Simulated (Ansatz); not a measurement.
# CF+ (SMILES [C+]F): BCCD/cc-pwCVTZ (density fitting with def2-universal-jkfit, accuracy low, start density atoms)

What is the adiabatic singlet–triplet gap of CF+ at BCCD/cc-pwCVTZ (density fitting with def2-universal-jkfit, accuracy low, start density atoms)? 

Program for the calculation: Ansatz 0.2.0.

6 further runs of the same task are left out: 1 for a known fault of the program, 5 set aside as unsound or not needed. Runs told in other sessions of the task aren't counted.

## Step 1: The system as given

CF+: 2 atoms, total charge +1, spin state singlet. SMILES: `[C+]F`. The shape is that of a PBE0-D4/def2-TZVP optimisation. The run starts from this shape.

Bond lengths: C1–F2 1.153 Å.

## Step 2: A structure relaxation at BCCD/cc-pwCVTZ (density fitting with def2-universal-jkfit, accuracy low, start density atoms)

Contents of job.yaml:

```yaml
crystal:
  periodic: [false, false, false]
  atoms:
    - {symbol: C, position_ang: [0.492270, -0.160830, 0.253170]}
    - {symbol: F, position_ang: [-0.492270, 0.160830, -0.253170]}
basis:
  gaussian:
    orbitals: cc-pwCVTZ.json
    fitting: {mean_field: def2-universal-jkfit}
total_charge: 1
correlation:
  method: bccd
  electrons: outside_noble_gas
accuracy: low
relax:
  max_steps: 60
```

The basis set cc-pwCVTZ is read from a file made from the Basis Set Exchange's data (not shown).

Started as:

```bash
$ ansatz run job.yaml --threads 1 --pin off --max-ram 3480MiB --events-out events.jsonl --progress --plain --runs-dir runs
```

The program printed:

```text
Warning: RAYON_NUM_THREADS=1 ignored (pool sized by the plan → 1); use --threads N
The last accepted step is kept in runs//last_step.txt (removed where the run ends without a failure and the disk answers)
[... 10 lines left out ...]
2 core orbitals not correlated: weight in the atoms' cores, before any rotation towards them, 1.000 or more for the frozen orbitals, at most 0.000 for the correlated occupied ones
[... 18 lines left out ...]
2 core orbitals not correlated: weight in the atoms' cores, before any rotation towards them, 1.000 or more for the frozen orbitals, at most 0.000 for the correlated occupied ones
[... 17 lines left out ...]
2 core orbitals not correlated: weight in the atoms' cores, before any rotation towards them, 1.000 or more for the frozen orbitals, at most 0.000 for the correlated occupied ones
[... 17 lines left out ...]
2 core orbitals not correlated: weight in the atoms' cores, before any rotation towards them, 1.000 or more for the frozen orbitals, at most 0.000 for the correlated occupied ones
[... 13 lines left out ...]
Total energy: -3735.29686760 eV, -137.2696280090 hartree
[... 2 lines left out ...]
Dipole moment:     0.196509    -0.064202     0.101063 e Å
```

It took 9.6 s on 1 thread of Arm Neoverse V2, shared host; peak memory 0.25 GiB.

Steps, from the record of the run:

```tsv
step	energy from the first frame kept (eV)	largest force (eV/Å)
1	0.0000	0.1101
2	-0.0001	0.0223
3	-0.0001	0.0001
```

After the run. Bond lengths: C1–F2 1.152 Å.

## Step 3: The triplet at the same level

job.yaml, as its differences from that of step 2:

```diff
@@ -10,2 +10,5 @@
 total_charge: 1
+magnetization:
+  spin_polarized: false
+  initial_magnetization: 2
 correlation:
```

The basis set cc-pwCVTZ is read from a file made from the Basis Set Exchange's data (not shown).

Started as:

```bash
$ ansatz run job.yaml --threads 1 --pin off --max-ram 3480MiB --events-out events.jsonl --progress --plain --runs-dir runs
```

The program printed:

```text
Warning: RAYON_NUM_THREADS=1 ignored (pool sized by the plan → 1); use --threads N
[... 1 set-up line as earlier in the session ...]
[... 33 lines left out ...]
2 core orbitals not correlated: weight in the atoms' cores, before any rotation towards them, 1.000 or more for the frozen orbitals, at most 0.000 for the correlated occupied ones
[... 40 lines left out ...]
2 core orbitals not correlated: weight in the atoms' cores, before any rotation towards them, 1.000 or more for the frozen orbitals, at most 0.000 for the correlated occupied ones
[... 38 lines left out ...]
Total energy: -3730.54818988 eV, -137.0951173218 hartree
[... 2 lines left out ...]
Dipole moment:     0.477542    -0.156018     0.245596 e Å
```

Run time: 50 s. Hardware: 1 thread of Arm Neoverse V2, shared host; peak memory 0.56 GiB.

The path in brief:

```tsv
step	energy from the first frame kept (eV)	largest force (eV/Å)
1	0.0000	4.9972
2	-0.1220	0.8827
3	-0.1268	0.1147
4	-0.1269	0.0087
```

After the run. Bond lengths: C1–F2 1.207 Å.

## Step 4: Results

Level: BCCD/cc-pwCVTZ (density fitting with def2-universal-jkfit, accuracy low, start density atoms), 2 core orbitals frozen.

| quantity | value |
| --- | --- |
| singlet: total energy at the end | -137.26963 Eh |
| singlet: correlation energy (2 core orbitals frozen) | -368.4 mEh |
| singlet: bond length | 1.152 Å |
| triplet: total energy at the end | -137.09512 Eh |
| triplet: correlation energy (2 core orbitals frozen) | -328.8 mEh |
| triplet: bond length | 1.207 Å |
| triplet: ⟨S²⟩ of the reference determinant | 2.000 |
| adiabatic energy of the triplet above the singlet (no zero-point term) | 4.749 eV |

The adiabatic energy of the triplet above the singlet (no zero-point term) is 4.75 eV (458 kJ/mol). The optimisation (singlet) took 2 steps and changed the energy by -0.000 eV. The accuracy setting (singlet) is loose, so the last digits carry no meaning. The optimisation (triplet) took 3 steps and changed the energy by -0.127 eV. The accuracy setting (triplet) is loose, so the last digits carry no meaning.
